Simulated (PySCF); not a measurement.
**How methods differ on the ionisation energy of P**

P [Ne] 3s2 3p3 (4S) → P⁺ [Ne] 3s2 3p2 (3P), as a difference of total energies. All numbers are calculated (PySCF 2.14, the spin-free X2C one-electron Hamiltonian (Gaussian nucleus), in x2c-QZVPPall with one added diffuse shell each of s, p, d, f type (10s7p5d3f1g, 86 functions)). Correlated levels: valence and next inner shell: 1s2 frozen. The calculations carry no spin-orbit coupling.

```
                                method  ionisation energy (eV)
                                   UHF                   9.893
    MP2 (valence and next inner shell)                  10.511
SCS-MP2 (valence and next inner shell)                  10.331
   CCSD (valence and next inner shell)                  10.432
CCSD(T) (valence and next inner shell)                  10.482
```

Question: How much does correlation contribute at CCSD(T) (valence and next inner shell)?

Answer: 10.482 − (9.893) = 0.589 eV, measured against UHF.

Errors of the correlated levels include the incompleteness of this basis and the frozen core.

For comparison: 10.526 eV (measured; NIST levels, between the centres of gravity of the two terms).
